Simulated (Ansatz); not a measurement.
Results of rVV10 (Ansatz, a program for electronic structure, plane waves, PAW) for CaB6-type LaB₆.

Run with plane-wave cutoff 520 eV, 14×14×14 k mesh, Fermi–Dirac smearing 0.05 eV, scalar-relativistic PAW data made under PBE.

Energies at three volumes about the minimum:

```csv
V (Å³/atom),E − E_lowest (meV/atom)
10.091,2.32
10.297,0.00
10.503,2.16
```

**Question.** Fit a parabola by hand: where is the minimum, what lattice constant follows, and what is the bulk modulus?

**Answer.** Slopes: (0.00 − 2.32)/(10.297 − 10.091) = -11.262 and (2.16 − 0.00)/(10.503 − 10.297) = 10.485 meV/Å³. Curvature E″ = 2 × (10.485 − (-11.262))/(10.503 − 10.091) = 105.568 meV/Å⁶. From the middle of the first interval, the slope vanishes at V0 = 10.1940 − (-11.262)/105.568 = 10.301 Å³/atom. B = V0 E″ = 10.301 × 105.568 meV/Å³ × 0.1602 GPa per meV/Å³ = 174 GPa. With 7 atoms in the cube, a = (7 × 10.301)^(1/3) = 4.162 Å. The full Birch–Murnaghan fit to all volumes gives V0 = 10.297 Å³/atom and B0 = 174 GPa.

Shape and atoms are relaxed at each volume.

Measured, for comparison: bulk modulus 164 ± 2 GPa (room temperature, no zero-point or thermal correction, isothermal; as tabulated in LaB6 under pressure, Phys. Rev. B 80, 172104 (doi 10.1103/PhysRevB.80.172104)); lattice constant a 4.157 Å (296 K, no zero-point or thermal correction; as tabulated in Tsubota and Kitagawa (2017), doi:10.1038/s41598-017-15766-y). Computed (rounded) less measured: bulk modulus +6 %. A static lattice is as a rule a little smaller and stiffer than an uncorrected measurement, which narrows the difference in the bulk modulus and would widen misses of the other sign.

Note: the bulk modulus comes from volumes at which shape and atoms were relaxed.
